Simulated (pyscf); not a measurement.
Thermochemistry of product channels of H₃C–CH⁺–Cl on the singlet surface, in eV, from ωB97M-D3(BJ)/def2-TZVP energies (ideal gas, 1 atm, RRHO with modes under 100 cm⁻¹ raised to 100, one conformer, R ln 2 for rigid chiral ones). Structures and frequencies: ωB97X-D3(BJ)/def2-SVP in PySCF.

```
products                                               ΔE  ΔH(298 K)  ΔG(600 K)  ΔG(1200 K)
--------------------------------------------------  -----  ---------  ---------  ----------
cyclic C₂H₂Cl+ (SMILES C1=C[Cl+]1) + hydrogen (H₂)    [?]      +3.15      +2.44       +1.65
H₂C=CH–ClH⁺                                         +0.91      +0.85      +0.82       +0.75
```

### Question
Fill in the missing entries.

### Answer

- cyclic C₂H₂Cl+ (SMILES C1=C[Cl+]1) + hydrogen (H₂), ΔE: +3.46

These are energies of the channels, which say nothing of barriers.
